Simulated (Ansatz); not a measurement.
Mulliken charges of `C=C=C(N)F` from B3LYP/def2-TZVPP in Ansatz (PBE0-D4/def2-TZVP geometry).

```
atom   x (Å)   y (Å)   z (Å)  charge (e)
  C1  -0.342   1.405  -1.194      -0.212
  C2   0.124   0.532  -0.350      -0.112
  C3   0.586  -0.402   0.436       0.237
  N4  -0.054  -1.542   0.888      -0.268
  F5   1.857  -0.362   0.869      -0.196
  H6  -0.760   2.355  -0.865       0.119
  H7  -0.329   1.229  -2.268       0.121
  H8   0.018  -1.664   1.890       0.156
  H9  -1.012  -1.598   0.577       0.155
```

**Question.** By hand: the dipole of these point charges (1 e Å = 4.8032 D).

**Answer.** Σ q r = (-0.436, -0.047, -0.006) e Å, of length 0.439 e Å = 2.11 D.

**Question.** How does the dipole of the full density compare? (An estimate is asked.)

**Answer.** Computed: (-0.469, -0.039, 0.098) e Å, 2.31 D; the point charges give 0.91 times that, at 13° from its direction.

Point charges leave out the atoms' own dipoles, such as those of lone pairs, and Mulliken's split depends on the basis, so the close match here is no proof of good charges.

B3LYP here is the variant with VWN-RPA as its local correlation; programs differ in this.
